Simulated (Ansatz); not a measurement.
# C₃H₃F₃: a ladder of functionals and wavefunction methods

How much do the methods differ for C₃H₃F₃? The plan is to run it at one geometry with functionals of several rungs and with coupled cluster. The yardstick is the atomisation energy at the CCSD(T) limit.

The runs use Ansatz 0.2.0, Gaussian basis; functionals in def2-TZVPP, the program's frozen cores in correlated methods.

The runs, in order: PBE-D4, r2SCAN-D4, PBE0-D4, B3LYP-D4, ωB97X-V, ωB97M-V, B2PLYP; CCSD(T)/def2-TZVPP; MP2/def2-QZVPP; extrapolation to the limit.

## 1. Structure used throughout

All runs share one geometry, relaxed beforehand with PBE0-D4 in a triple-zeta def2 set.

SMILES `FCC=C(F)F`, 9 atoms, charge 0, spin multiplicity 1.

Atoms are counted from 1 here; the program's logs count them from 0.

Bond lengths: F1–C2 1.373 Å, C2–C3 1.488 Å, C2–H7 1.096 Å, C2–H8 1.097 Å, C3–C4 1.318 Å, C3–H9 1.083 Å, C4–F5 1.308 Å, C4–F6 1.318 Å. Angles: F1–C2–C3 112.8°, F1–C2–H7 107.9°, F1–C2–H8 107.9°, C3–C2–H7 110.0°, C3–C2–H8 110.2°, H7–C2–H8 107.9°, C2–C3–C4 127.6°, C2–C3–H9 116.6°, C4–C3–H9 115.8°, C3–C4–F5 127.2°, C3–C4–F6 123.1°, F5–C4–F6 109.7°.

## 2. PBE-D4 (GGA)

File in.yaml:

```yaml
crystal:
  periodic: [false, false, false]
  atoms:
    - {symbol: F, position_ang: [-1.029382, -1.196092, -0.990227]}
    - {symbol: C, position_ang: [-0.829099, -0.794028, 0.307483]}
    - {symbol: C, position_ang: [0.205015, 0.269212, 0.429747]}
    - {symbol: C, position_ang: [0.870798, 0.859004, -0.543014]}
    - {symbol: F, position_ang: [0.761787, 0.632209, -1.826243]}
    - {symbol: F, position_ang: [1.774004, 1.795231, -0.333313]}
    - {symbol: H, position_ang: [-0.532897, -1.673667, 0.891113]}
    - {symbol: H, position_ang: [-1.788348, -0.436578, 0.700776]}
    - {symbol: H, position_ang: [0.442121, 0.602308, 1.432578]}
basis:
  gaussian: {orbitals: def2-TZVPP}
hamiltonian: {xc: pbe, dispersion: d4}
output: {forces: true, orbitals: {seedname: orbitals}}
```

The runs that follow: r2SCAN-D4 (meta-GGA); PBE0-D4 (hybrid); B3LYP-D4 (hybrid); ωB97X-V (range-separated); ωB97M-V (range-separated); B2PLYP (double hybrid); CCSD(T) in def2-TZVPP; MP2 in def2-QZVPP.

Q: Predict the results of all the runs planned. Wanted: atomisation energy, CCSD(T)/CBS; farthest; mean size of error, hybrid; mean size of error, range-separated; gap, smallest and largest; T1 diagnostic; triples share of the correlation energy.

**Answer**, as computed:

| quantity | value |
| --- | --- |
| atomisation energy, CCSD(T)/CBS | 38.267 eV |
| functionals within 0.191 eV (0.5 %) | B3LYP-D4, ωB97X-V |
| farthest | PBE-D4 (+1.815 eV) |
| mean size of error, hybrid | 0.267 eV |
| mean size of error, range-separated | 0.218 eV |
| gap, smallest and largest | 5.75 eV (PBE-D4), 12.79 eV (ωB97X-V) |
| T1 diagnostic | 0.0119 |
| triples share of the correlation energy | 3.4 % |

What this shows: PBE-D4 is off by +1.815 eV. Double hybrids carry the basis error of their MP2 part in triple zeta, and no dispersion term here, so their miss is partly the set-up's. Misses under about 0.191 eV are within the doubt on the reference itself, which lacks core-valence correlation, relativity and higher excitations. Hartree-Fock recovers 70 % of the binding; the rest is correlation. Orbital gaps span 5.7 to 12.8 eV; exact exchange widens them.
